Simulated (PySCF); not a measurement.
These are PBE-D3(BJ)/def2-TZVP // PBE0-D4/def2-TZVP in PySCF 2.14.0 values and carry that method's errors. Isolated molecules, 0 K electronic values unless said otherwise. 

Reference species (SMILES): `C[CH2]` (neutral, multiplicity 2).

| Quantity | Result |
|---|---|
| highest occupied spin orbital | -4.54 eV |

Changed species: `[C-]#[N+][CH2]` (radical fragment; the reference has radical fragment).

Q: Give the shifts of the highest occupied spin orbital.

A: the highest occupied spin orbital drops by 1.29 eV, to -5.83 eV.
